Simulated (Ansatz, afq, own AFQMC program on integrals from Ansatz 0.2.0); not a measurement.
**Breaking Si2–H4 in SiH4O, singlet**

```xyz
6

O     0.6476   -1.0455    0.4249
Si   -0.0343    0.3457   -0.1869
H     0.0659   -1.6373    0.9099
H    -1.1337    0.0500   -1.1598
H     1.0600    1.0754   -0.8814
H    -0.6054    1.2116    0.8932
```

Products: SiH₃O (doublet; OH–SiH2) and H (doublet), each relaxed with PBE0/def2-SVP like the molecule; electronic energies without zero-point terms. Determinants: RHF, UHF and UHF in that order.

Basis def2-TZVP. Noble-gas cores (and the filled d shells of Ga–Kr and In–Xe) are frozen. Integrals, coupled cluster, full CI and functionals: Ansatz 0.2.0; the random walks run on the same integrals in our own AFQMC program. The CISD trial takes its coefficients from CCSD amplitudes. Released means that phaseless walkers are propagated on without the constraint, phases kept. Uncertainties: one standard error, sampling alone. The errors of all members are added in quadrature.

No full CI on the walks' own integrals is used here; CCSDT(Q) serves as the reference and is uncertain by about the last step of the cluster series. Each member takes its own surest rung, up to full CI.

The best estimate is CCSD(T) at the basis-set limit (CBS: def2-TZVPP and def2-QZVPP, with their diffuse functions for anions and beside diffuse sets, CCSD(T) itself extrapolated) plus the step from CCSD(T) to CCSDT(Q) in def2-TZVP. Rows without CBS are in def2-TZVP; B2PLYP and the wave-function rows carry a basis error of their own. Core correlation and relativity beyond core potentials are missing, and ± holds the sampling alone.

Cautions: SiH₄O (singlet): released walk and highest rung disagree (by 13 meV at 2.40 1/Eh).

```csv
level,bond energy (kcal/mol)
B3LYP,95.3
r2SCAN,92.4
B2PLYP,95.0
```

(1) From these cheaper values, estimate the bond energy at the level of the best estimate.

(1) 97.9 kcal/mol (best estimate, highest rung CCSDT(Q)).

| level | bond energy (kcal/mol) | error against the best estimate (kcal/mol) |
| --- | --- | --- |
| HF | 77.9 | -19.9 |
| MP2 | 92.3 | -5.6 |
| CCSD | 95.0 | -2.9 |
| CCSD(T) | 94.9 | -3.0 |
| CCSDT | 94.8 | -3.0 |
| CCSDT(Q) | 94.8 | -3.1 |
| ph-AFQMC/CISD | 94.8 ± 0.2 | -3.0 ± 0.2 |
| released AFQMC | 94.7 ± 0.3 | -3.1 ± 0.3 |
| HF/CBS | 77.9 | -19.9 |
| MP2/CBS | 96.0 | -1.8 |
| CCSD(T)/CBS | 97.9 | 0.1 |
| PBE | 90.6 | -7.2 |
| PBE0 | 92.2 | -5.7 |
| wB97M-V | 97.7 | -0.1 |

Correlation beyond CCSD(T) takes off 0.1 kcal/mol. Going to the basis-set limit adds 3.1 kcal/mol at CCSD(T). The perturbative (T) step is worth −0.1 kcal/mol. The functionals spread over 7.1 kcal/mol; wB97M-V comes nearest and PBE is 7.2 kcal/mol too low.

Best estimates are given only where the step beyond CCSD(T) is under 0.3 eV and no member's determinant is very poor (T1 over 0.05, or 0.07 for open shells, ⟨S²⟩ too high by 0.3, two states mixed), so the hardest cases are missing from such tables.

The functionals ran in a triple-zeta set and keep a basis error of their own, a few kJ/mol for each bond in atomization energies and more for double hybrids, so close places among them and the extrapolated levels can swap.

CCSDT and higher add their correlation energy to the determinant of the CCSD(T) run, since their own runs factorise the integrals more tightly (a shift of under 2 meV). Each member of a difference takes its own highest rung, so a best estimate needn't equal the limit plus the step of one row. Released energies are given only where the last usable release times agree within the noise; a slower fall can still hide under it.
